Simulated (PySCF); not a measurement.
Solvent effects on NMR parameters

Geometry (Å), atoms numbered from 1 in this order:
```xyz
13

C    -0.9281    1.4676    0.1548
C    -0.3465    0.2847   -0.0611
C    -1.0367   -1.0267    0.1471
C     1.0846    0.2116   -0.5514
C     1.9556   -0.5291    0.3581
N     2.6265   -1.1324    1.0828
H    -1.9657    1.5309    0.4926
H    -0.3910    2.4076    0.0026
H    -2.0786   -0.8889    0.4648
H    -0.5146   -1.6232    0.9134
H    -1.0310   -1.6274   -0.7779
H     1.1243   -0.2947   -1.5325
H     1.5012    1.2201   -0.6932
```

GIAO PBE0/pcSseg-1 in PySCF 2.14 on one PBE0-D3(BJ)/def2-SVP conformer, non-relativistic, equivalent nuclei averaged. Solvents enter as an IEF-PCM continuum (tetrahydrofuran with ε = 7.4, methanol with ε = 32.6) around the gas-phase geometry. Shifts are referred to TMS computed in the same medium.

Gas phase, δ in ppm: C2 145.6, C1 124.3, C5 121.9, C4 28.3, C3 23.4, H7 5.29, H8 5.22, H12/H13 2.77, H9/H10/H11 1.98. Dipole moment 3.79 D.

(1) How does each δ change in the continuum?

(2) Which nuclei move most (in ppm), and what does the model miss?

## Answers

(1) 
```tsv
atoms	environment	Δδ, tetrahydrofuran	Δδ, methanol
C2	fully substituted alkene carbon	+1.1	+1.4
C1	terminal =CH2 carbon	+1.3	+1.5
C5	nitrile carbon	+6.3	+7.5
C4	allylic sp3 CH2	+0.2	+0.3
C3	allylic methyl carbon	+0.5	+0.6
H7	hydrogen on a terminal =CH2 carbon	+0.13	+0.16
H8	hydrogen on a terminal =CH2 carbon	+0.16	+0.19
H12/H13	hydrogen on an allylic sp3 CH2	+0.37	+0.45
H9/H10/H11	hydrogen on an allylic methyl carbon	+0.04	+0.05
```

Changes are relative to the gas phase. The dipole moment becomes 4.67 D in tetrahydrofuran, 4.84 D in methanol.

(2) C5 (nitrile carbon, +7.5 ppm) in methanol. A continuum only polarises the solute; specific hydrogen bonds, the anisotropy of aromatic solvents and changes of geometry or conformer are outside it.
